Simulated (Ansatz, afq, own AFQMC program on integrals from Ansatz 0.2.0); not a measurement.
**Where AFQMC and coupled cluster stand for HBr, singlet**

```xyz
2

Br    0.0000    0.0000    0.0000
H     0.0000    0.0000    2.2260
```

Basis cc-pVDZ. Noble-gas cores (and the filled d shells of Ga–Kr and In–Xe) are frozen. AFQMC by an in-house program on the Cholesky factors that Ansatz 0.2.0 writes for its CCSD(T) run. The CISD trial takes its coefficients from CCSD amplitudes. Released means that phaseless walkers are propagated on without the constraint, phases kept. Uncertainties: one standard error, sampling alone. No spin–orbit coupling.

Determinant: RHF, the one that the program's search chose, which needn't be the lowest solution. The geometry is a point of a scan.

Full CI on the same integrals is exact in this basis and with this determinant's frozen core.

Cautions: no relativity below Rb; no spin-orbit coupling; inner d shell frozen; restricted determinant unstable towards unrestricted (UHF 789 meV lower, ⟨S²⟩ 0.70); strong correlation (T1 0.017, weight of the determinant 0.87, largest double 0.29); the released energies are still falling, so no released level is given (meV from the phaseless value at times in 1/Eh: -1.1 ± 2.3 at 0.24, -7.7 ± 2.2 at 0.51, -10 ± 3 at 0.99, -12 ± 3 at 1.62, -14 ± 3 at 2.40).

- T1 diagnostic: 0.0173
- weight of the determinant in the CISD state: 0.866
- size of the correlated space: 8 electrons in 18 orbitals

```tsv
level	correlation energy (eV)
MP2	-3.7529
CCSD	-4.4755
CCSD(T)	-4.6089
```

Estimate where phaseless AFQMC with a CISD trial lies against CCSD(T) on the same integrals.

0.3 ± 0.3 kJ/mol below CCSD(T). The gap is under twice the noise, so this walk alone can't tell the two apart.

Reference: full CI, correlation energy -4.635 eV.

```csv
level,E − E(reference) (kJ/mol),share of correlation (%)
CCSD(T),2.5,99.44
CCSDT,1.3,99.72
CCSDT(Q),0.1,99.99
CCSDTQ,0.1,99.99
ph-AFQMC/CISD,2.2 ± 0.3,99.51
```

CCSDT and higher add their correlation energy to the determinant of the CCSD(T) run, since their own runs factorise the integrals more tightly (a shift of under 2 meV). A walk keeps the symmetry of its determinant, which the program's search chose and which needn't be the lowest solution, so a lower state of the same spin and another symmetry isn't excluded.
